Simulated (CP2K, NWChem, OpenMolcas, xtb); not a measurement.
## How methods differ on HBS (hydrogen boron sulfide)

HBS has 3 atoms, charge 0, and is taken as a singlet. SMILES: `B=S`. The coordinates come from a GFN2-xTB relaxation.

```csv
atom,x (Å),y (Å),z (Å)
B,-0.0410,-0.0161,0.1425
S,0.3953,0.1465,-1.3797
H,-0.3543,-0.1304,1.2371
```

Quantity: the dipole moment, in D. The values are calculated.

```
                   level            kind     program  value (D)   CPU time
                     PM3  semi-empirical        CP2K       2.66  under 2 s
                GFN2-xTB  semi-empirical         xtb       2.50  under 2 s
                GFN0-xTB  semi-empirical         xtb       4.84  under 2 s
                GFN1-xTB  semi-empirical         xtb       1.46  under 2 s
             HF/ANO-S-MB    Hartree–Fock  OpenMolcas       0.98      1.7 s
               HF/STO-3G    Hartree–Fock  OpenMolcas       0.97      1.5 s
            SVWN5/STO-3G             LDA  OpenMolcas       0.11      2.6 s
              PBE/STO-3G             GGA  OpenMolcas       0.09      2.6 s
BPW91/x2c-TZVPall (ZORA)             GGA      NWChem       1.20        6 s
           r2SCAN/STO-3G        meta-GGA  OpenMolcas       0.25        3 s
```

The values span 0.09 to 4.84 D. Magnitudes only. Sets without polarisation functions give poor dipoles. Times are those of the runs behind each value, whatever else they computed, on shared processors of several kinds: orders of magnitude only.
